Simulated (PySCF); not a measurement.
## J couplings in C5H8

Geometry (Å), atoms numbered from 1 in this order:
```xyz
13

C     2.2974    0.1647    0.4279
C     1.1516    0.4521   -0.1597
C     0.0555   -0.5394   -0.4158
C    -1.1833   -0.1503    0.3352
C    -2.3322    0.1659   -0.2310
H     2.5306   -0.8351    0.7574
H     3.0556    0.9100    0.6000
H     0.9363    1.4636   -0.4796
H    -0.1639   -0.5720   -1.4862
H     0.3812   -1.5320   -0.0937
H    -1.0754   -0.1235    1.4120
H    -2.4609    0.1487   -1.3014
H    -3.1970    0.4478    0.3455
```

Method: B3LYP/pcJ-1 (without the spin–dipole term)//GFN2-xTB, PySCF 2.14.0 with density-fitted response routines; isolated molecule, single conformer, non-relativistic. Couplings are averaged over pairs made equivalent by symmetry, fast rotation or ring inversion, so a value needn't be that of the named pair in this geometry, while other rotamers aren't included; one pair stands for each set, and the list holds those of at least 0.8 Hz over up to four bonds.

Isotopes: 13C, 1H.

```csv
pair,bonds,J (Hz)
"C1, C2",1,?
"C1, H6",1,160.6
"C1, H7",1,163.1
"C2, C3",1,41.6
"C2, H8",1,?
"C3, H9",1,134.0
"C1, C3",2,0.9
"C1, H8",2,2.2
"C2, C4",2,-4.3
"C2, H6",2,-1.7
"C2, H9",2,-6.5
"C3, H8",2,?
"H9, H10",2,-12.7
"C1, C4",3,3.4
"C1, H9",3,?
"C2, H11",3,?
"C3, H6",3,?
"C3, H7",3,12.4
"H6, H8",3,17.6
"H7, H8",3,?
"H8, H9",3,8.0
"C2, H12",4,-1.7
"C2, H13",4,-1.7
"H6, H9",4,-1.6
"H7, H9",4,?
```

Q: Estimate the withheld couplings, with signs.

A: 
- 1J(C1,C2) = 78.1 Hz (bond length 1.319 Å)
- 1J(C2,H8) = 161.6 Hz (bond length 1.082 Å, sp2 carbon)
- 2J(C3,H8) = 5.4 Hz (angle at C2 115°)
- 3J(C1,H9) = 7.0 Hz
- 3J(C2,H11) = 2.4 Hz (dihedral angle 62°)
- 3J(C3,H6) = 8.4 Hz (dihedral angle 1°)
- 3J(H7,H8) = 11.2 Hz (dihedral angle 1°)
- 4J(H7,H9) = -1.2 Hz (mean over equivalent pairs that range from -2.2 to -0.2 Hz in this conformer)
